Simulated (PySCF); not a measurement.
Compound: FH5Si2.
Numbering: `[F:1][SiH2:2][SiH3:3]` (hydrogens: H4, H5 on Si2; H6, H7, H8 on Si3)

Method: PBE0-D3(BJ)/def2-SVP geometry optimisation, gas phase (PySCF).

Question: Give the optimised bond lengths and angles.

Answer: 
| bond | length (Å) | order |
| --- | --- | --- |
| F1–Si2 | 1.633 | single |
| Si2–Si3 | 2.342 | single |
| Si2–H4, Si2–H5 | 1.493 | single |
| Si3–H6, Si3–H7, Si3–H8 | 1.495 | single |

Bonds in one row agree within 0.01 Å and their mean is given. Orders are formal, as drawn. A selection of angles:
| angle | degrees |
| --- | --- |
| F1–Si2–Si3 | 108.3 |
| F1–Si2–H4 | 108.2 |
| Si3–Si2–H4 | 111.5 |
| H4–Si2–H5 | 109.1 |
| Si2–Si3–H6 | 110.2 |
| H6–Si3–H7 | 109.3 |

Si2 (fluorine-bound silicon) is tetrahedral (angles from 108.1° to 111.5°). Si3 (SiH3 silicon) is tetrahedral (angles from 109.0° to 110.2°).

Point group: Cs (every atom within 0.08 Å of its image). Stationary, but not proved a minimum.

Time: 7.9 s; peak memory 0.31 GiB. Hardware: one thread, Arm Neoverse V1 (aarch64), shared host. This is the geometry optimisation.
